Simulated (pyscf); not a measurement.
Single points on ωB97X-D3(BJ)/def2-SVP structures (PySCF, gas phase).

Q: S=GaH + hydrogen (H₂) → HS–GaH₂
Surface: singlet. Broken: H–H. Formed: H–S, Ga–H. Give ΔE‡ and ΔE from ωB97M-D3(BJ)/def2-TZVP, relative to the separated reactants.

A: ΔE‡ = 29.1 kcal/mol, ΔE = -22.9 kcal/mol. Zero-point energy shifts the barrier by +0.9 kcal/mol. It is an addition across a multiple bond or ene-type step, with an imaginary mode of 1618i cm⁻¹. At the saddle there is also a short Ga–H contact that neither side keeps. S=GaH lies 12.9 kcal/mol over its isomer HS–Ga [singlet] (electronic energy, ωB97M-D3(BJ)/def2-TZVP). One saddle was located; it need not be the lowest between these sides. Elements up to Kr have no core potential and no relativistic terms here.
